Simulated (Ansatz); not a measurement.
# HSSi2: the cost of one run

Program: Ansatz 0.2.0. Level of theory: UKS BHLYP-D4/6-31G*. These are calculated values, not measurements.

### Step 1. Starting point

Bond lengths: Si1–Si2 2.145 Å, Si2–S3 2.216 Å, S3–H4 1.332 Å. Angles: Si1–Si2–S3 166.1°, Si2–S3–H4 97.5°.

Structure file:

```xyz
4

Si   -2.6209    0.7407    0.6754
Si   -0.6169    0.1991    0.1374
S     1.4086    0.0595   -0.7515
H     1.8293   -0.9993   -0.0613
```

### Step 2. End point A

Input file input.yaml:

```yaml
crystal:
  periodic: [false, false, false]
  atoms:
    - { symbol: Si, position_ang: [-2.62092, 0.74069, 0.6754] }
    - { symbol: Si, position_ang: [-0.6169, 0.1991, 0.13738] }
    - { symbol: S, position_ang: [1.40857, 0.05953, -0.75147] }
    - { symbol: H, position_ang: [1.82925, -0.99932, -0.0613] }
magnetization:
  spin_polarized: true
  initial_magnetization: 1
basis:
  gaussian: { orbitals: "6-31G*" }
hamiltonian:
  xc: { name: BHLYP }
  dispersion: d4
relax:
  f_tol: 0.02
  max_steps: 50
output:
  orbitals: {}
```

Run with:

```bash
$ ansatz run input.yaml --threads 1 --pin off --max-ram 2048MiB --backend cpu --events-out ev --progress --plain --runs-dir out
```

Q: Estimate wall time and peak memory on 1 thread of Arm Neoverse N1, shared host.

About 92 s, with a peak of 0.15 GiB.
